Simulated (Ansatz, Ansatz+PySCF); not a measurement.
Two shapes of singlet C₄H₄.

Shape 1:

```xyz
8

C     1.0253    0.0000    0.0000
C     0.0000    1.0253    0.0000
C    -1.0253    0.0000    0.0000
C     0.0000   -1.0253    0.0000
H     2.1153    0.0000    0.0000
H     0.0000    2.1153    0.0000
H    -2.1153    0.0000    0.0000
H     0.0000   -2.1153    0.0000
```

Shape 2:

```xyz
8

C     0.6700    0.7850    0.0000
C    -0.6700    0.7850    0.0000
C    -0.6700   -0.7850    0.0000
C     0.6700   -0.7850    0.0000
H     1.4407    1.5557    0.0000
H    -1.4407    1.5557    0.0000
H    -1.4407   -1.5557    0.0000
H     1.4407   -1.5557    0.0000
```

Basis set: cc-pVDZ (spherical functions). Correlated methods keep 4 orbitals frozen. Charge 0, multiplicity 1.

Computed with Ansatz (development build ahead of 0.2.0); each method stands on the lowest determinant of its kind that the runs found.

Q: Which shape is lower in energy, and by how much in each method?

A:

```json
{"method": "RHF", "E(2) − E(1) (eV)": "-1.378"}
{"method": "RHF-MP2", "E(2) − E(1) (eV)": "-0.909"}
```

Shape 2 is lower. Caution: an unrestricted determinant lies well below; the determinant breaks the point group. Caution for RHF-MP2: large amplitudes, a single reference is doubtful.
